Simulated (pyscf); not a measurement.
Single points on ωB97X-D3(BJ)/def2-SVP structures (PySCF, gas phase).

Task: For the elementary gas-phase step H₂N–Ga(F)–Cl + hydrogen chloride (HCl) -> H₂N–Ga(Cl)–Cl + hydrogen fluoride (HF) (singlet surface; F–Ga, Cl–H broken, Cl–Ga, F–H formed), what barrier and reaction energy does ωB97M-D3(BJ)/def2-TZVP give, measured from the separated reactants?

Result: ΔE‡ = -11.2 kJ/mol, ΔE = -29.2 kJ/mol. Zero-point energy shifts the barrier by +1.4 kJ/mol. It is a four-centre exchange, with an imaginary mode of 432i cm⁻¹. On the reactant side the descent ends in a bound adduct, 34.6 kJ/mol under the separated species and 13.3 kJ/mol under the saddle at ωB97X-D3(BJ)/def2-TZVP. On the product side the descent ends in an adduct with a F–Ga contact, 34.8 kJ/mol under the separated species and 51.1 kJ/mol under the saddle at ωB97X-D3(BJ)/def2-TZVP. At ωB97M-D3(BJ) the saddle lies under the separated reactants, which points to a path from their complex (located at ωB97X-D3(BJ) alone). What is counted as broken (F–Ga) persists as a longer contact in the product adduct; parting that adduct is a step of its own. At ωB97X-D3(BJ)/def2-TZVP the barrier from the zero used here is -21.4 kJ/mol. This is the saddle that the search found; another between the same sides may lie lower. Elements up to Kr have no core potential and no relativistic terms here.
